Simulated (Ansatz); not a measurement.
# AlBH2 (singlet): from Hartree-Fock to the top rungs at angle Al2–B1–H3 = 89.8°, 6-31G

How much of the correlation energy of AlBH2 (singlet) does each wave-function method recover here?

Computed with Ansatz 0.2.0, Gaussian basis. Level: 6-31G, core rule «outside noble gas», up to 6 orbitals frozen.

Plan: UHF; CCSD(T) on RHF; CCSD(T) on UHF; BCCD(T) on RHF; CISD; CCSDT(Q) on RHF; CCSDT(Q) on UHF; CCSDTQ on RHF; CASSCF and MRCISD+Q, 2 electrons in 2 orbitals; CASSCF and NEVPT2, 2 electrons in 2 orbitals; CASSCF and MRCISD+Q, 8 electrons in 10 orbitals; CASSCF and MRCISD+Q(relaxed), 8 electrons in 10 orbitals; CASSCF and NEVPT2, 8 electrons in 10 orbitals; Full CI.

6 further runs of the same task are left out: 1 for a mislabelled method, 4 that didn't finish, 1 set aside as unsound or not needed.

## 1. What is computed

The geometry derives from a PBE0/def2-TZVP stationary point (not a proven minimum). One angle is set to the value named; bond lengths are kept.

4 atoms, charge 0, spin multiplicity 1.

Atoms are counted from 1 here; the program's logs count them from 0.

Bond lengths: B1–Al2 2.055 Å, B1–H3 1.197 Å, Al2–H4 1.595 Å. Angles: Al2–B1–H3 89.8°, B1–Al2–H4 128.5°.

## 2. UHF

in.yaml reads:

```yaml
crystal:
  periodic: [false, false, false]
  atoms:
    - {symbol: B, position_ang: [0.000000, -0.840281, 1.206241]}
    - {symbol: Al, position_ang: [0.000000, 0.335804, -0.478858]}
    - {symbol: H, position_ang: [0.000000, 0.143818, 1.887980]}
    - {symbol: H, position_ang: [0.000000, -0.120247, -2.007369]}
basis:
  gaussian: {orbitals: 6-31G}
magnetization: {spin_polarized: true, initial_magnetization: 0}
hamiltonian: {xc: hf}
output: {orbitals: {seedname: orbitals}}
```

Run with:

```sh
$ ansatz run in.yaml --threads 1 --pin off --events-out ev --progress --plain --max-ram 2393MiB
```

After this run come: CCSD(T) on RHF; CCSD(T) on UHF; BCCD(T) on RHF; CISD; CCSDT(Q) on RHF; CCSDT(Q) on UHF; CCSDTQ on RHF; CASSCF and MRCISD+Q, 2 electrons in 2 orbitals; CASSCF and NEVPT2, 2 electrons in 2 orbitals; CASSCF and MRCISD+Q, 8 electrons in 10 orbitals; CASSCF and MRCISD+Q(relaxed), 8 electrons in 10 orbitals; CASSCF and NEVPT2, 8 electrons in 10 orbitals; Full CI.

**Question.** What will the summary of the whole plan be? Wanted: FCI below the RHF energy; RMP2 from FCI; UMP2 from FCI; RCCSD from FCI; RCCSD(T) from FCI; UCCSD(T) from FCI; RCCSDT(Q) from FCI; UCCSDT(Q) from FCI; NEVPT2 pair from FCI.

As calculated:

| quantity | value |
| --- | --- |
| FCI below the RHF energy | -3.7141 eV |
| RMP2 from FCI | +1161.7 meV |
| UMP2 from FCI | +1177.9 meV |
| RCCSD from FCI | +181.9 meV |
| RCCSD(T) from FCI | +45.8 meV |
| UCCSD(T) from FCI | +93.2 meV |
| RCCSDT(Q) from FCI | +2.5 meV |
| UCCSDT(Q) from FCI | +0.3 meV |
| NEVPT2 pair from FCI | +751.8 meV |
| MRCISD+Q pair from FCI | +36.0 meV |
| NEVPT2 valence from FCI | +202.4 meV |
| levels within 1 kcal/mol (43 meV) | RCCSDT, UCCSDT, RCCSDT(Q), UCCSDT(Q), RCCSDTQ, MRCISD+Q pair, MRCISD valence, MRCISD+Q valence, MRCISD+Q(relaxed) valence |
| T1 diagnostic | 0.036 |
| effectively unpaired electrons | 0.46 |

What this shows: RCCSD(T) misses by +45.8 meV, 1.2 % of the correlation energy. CCSD(T) misses by +45.8 meV on the restricted determinant and by +93.2 meV on the unrestricted one; the two need not hold the same state or core. MRCISD+Q(relaxed) valence falls below full CI: the +Q correction isn't variational, and the cores differ from full CI's. The occupations show some static correlation. Of the multireference levels listed MRCISD+Q(relaxed) valence comes nearest in total energy (-2.1 meV), which doesn't show that its space is the better one. These misses are within one basis, not against nature.
